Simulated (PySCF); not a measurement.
Compound: C3H2ClNO.
Bonds: Cl1–C2, C2–C3 (aromatic), C3–O4 (aromatic), O4–C5 (aromatic), C5–N6 (aromatic), C2–N6 (aromatic). Hydrogens: H7 on C3; H8 on C5.

Probes without a nucleus sit at each ring's centroid and 1 Å off its mean plane on both sides; NICS is minus the shielding there, NICSzz its component along the normal. Level: GIAO PBE0/pcSseg-1 (PySCF, non-relativistic, gas phase) on the GFN2-xTB geometry, one conformer.

Ring bond lengths (Å), with Mayer bond orders in brackets: C2–C3 1.366 (1.54), C3–O4 1.348 (1.05), O4–C5 1.334 (1.13), C5–N6 1.292 (1.69), N6–C2 1.364 (1.26).

Problem. What do the NICS probes read (ppm)?

Solution. 
| ring | type | NICS(0) | NICS(1), two faces | NICS(1)zz, two faces | rms pucker (Å) | centre to ring atoms, mean (Å) |
| --- | --- | --- | --- | --- | --- | --- |
| C2–C3–O4–C5–N6 | 5-membered ring with N and O; formal bonds all aromatic | -12.2 | -10.3 / -10.3 | -26.9 / -26.9 | 0.00 | 1.14 |

Problem. What can be read from them?

Solution. 
- C2–C3–O4–C5–N6: mean NICS(1)zz -26.9 ppm, shielded, aromatic by this magnetic criterion (flat ring, no four-coordinate atom).

Problem. And the bond-length index? HOMA = 1 − mean of α(R − Ropt)² over the ring bonds, with Krygowski's 1993 parameters (CC: Ropt 1.388 Å, α 257.7 Å⁻²; CN: Ropt 1.334 Å, α 93.52 Å⁻²; CO: Ropt 1.265 Å, α 157.38 Å⁻²).

Solution. 
- C2–C3–O4–C5–N6: HOMA 0.56; the largest term is that of C3–O4, α(R − Ropt)² = 1.10.
